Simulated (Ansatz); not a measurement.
# An input for C2H6Si (vinylsilane)

C2H6Si has 9 atoms, charge 0, and is taken as a singlet. SMILES: `C=C[SiH3]`. The coordinates come from a PBE0-D4/def2-TZVP relaxation.

| atom | x (Å) | y (Å) | z (Å) |
| --- | --- | --- | --- |
| C | -0.7137 | 0.8702 | -1.0483 |
| C | -0.0713 | 0.7125 | 0.1056 |
| Si | 0.5606 | -0.9320 | 0.7001 |
| H | -0.9057 | 0.0330 | -1.7139 |
| H | -1.0767 | 1.8386 | -1.3815 |
| H | 0.0894 | 1.5920 | 0.7276 |
| H | 2.0358 | -0.8939 | 0.8938 |
| H | 0.2234 | -1.9724 | -0.3073 |
| H | -0.0532 | -1.2943 | 2.0067 |

Settings wanted:

- basis set: 6-311+G**
- task: energy
- method: DFT
- functional: SVWN5
- dispersion: none
- reference: RKS
- relativity: none
- accuracy: high
- start density: atoms
- d and f functions: spherical

Question: Give an Ansatz 0.2.0 job that does this.

Answer: This one ran through:

job.yaml:
```yaml
crystal:
  periodic: [false, false, false]
  atoms:
    - {symbol: C, position_ang: [-0.713700, 0.870200, -1.048300]}
    - {symbol: C, position_ang: [-0.071300, 0.712500, 0.105600]}
    - {symbol: Si, position_ang: [0.560600, -0.932000, 0.700100]}
    - {symbol: H, position_ang: [-0.905700, 0.033000, -1.713900]}
    - {symbol: H, position_ang: [-1.076700, 1.838600, -1.381500]}
    - {symbol: H, position_ang: [0.089400, 1.592000, 0.727600]}
    - {symbol: H, position_ang: [2.035800, -0.893900, 0.893800]}
    - {symbol: H, position_ang: [0.223400, -1.972400, -0.307300]}
    - {symbol: H, position_ang: [-0.053200, -1.294300, 2.006700]}
basis:
  gaussian: {orbitals: 6-311+G_st__st_-spherical.json}
hamiltonian: {xc: {name: SVWN5}}
accuracy: high
output: {orbitals: {seedname: orbitals}}
```

```bash
$ ansatz run job.yaml --threads 1 --pin off --max-ram 3480MiB --events-out events.jsonl --progress --plain --runs-dir runs
```

(Basis files named in the input come from the Basis Set Exchange and aren't shown.)

Calculated total energy: -367.37618 Eh.
